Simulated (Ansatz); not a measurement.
**CF+ (triplet): from Hartree-Fock to the top rungs, def2-TZVPP**

One table from this session's results is given with a row withheld; the runs are named, their logs left out.

The runs use Ansatz 0.2.0, Gaussian basis; def2-TZVPP, core rule «outside noble gas», up to 2 orbitals frozen.

The runs, in order: UHF; ROHF; CCSD(T) on UHF.

2 further runs of the same task are left out: 2 set aside as unsound or not needed.

**The system**

The geometry is a PBE0/def2-TZVP stationary point (not a proven minimum).

2 atoms, charge 1, spin multiplicity 3.

Atoms are counted from 1 here; the program's logs count them from 0.

Bond lengths: C1–F2 1.207 Å.

Geometry (Å):

```
C     0.00000    0.00000    0.00000
F     0.00000    0.00000    1.20670
```

Set-up of the first run:

Contents of in.yaml:

```yaml
crystal:
  periodic: [false, false, false]
  atoms:
    - {symbol: C, position_ang: [0.000000, 0.000000, 0.000000]}
    - {symbol: F, position_ang: [0.000000, 0.000000, 1.206700]}
basis:
  gaussian: {orbitals: def2-TZVPP}
total_charge: 1
magnetization: {spin_polarized: true, initial_magnetization: 2}
hamiltonian: {xc: hf}
output: {orbitals: {seedname: orbitals}}
```

Run with:

```console
$ ansatz run in.yaml --threads 1 --pin off --events-out ev --progress --plain --max-ram 4096MiB --backend cpu
```

Among the steps run: UHF; ROHF; CCSD(T) on UHF.

One of the session's tables, all rows but one given; the rest of the session is left out.

```
  method  from UCCSD(T) (meV)
    ROHF              +9003.8
     UHF              +8918.5
    UMP2               +500.3
   UCCSD                    ?
UCCSD(T)                    0
```

**Question.** Estimate the row for UCCSD.

The run gave: from UCCSD(T) (meV): +314.4. In the column «from UCCSD(T) (meV)» it lies between UCCSD(T) (0) and UMP2 (+500.3).
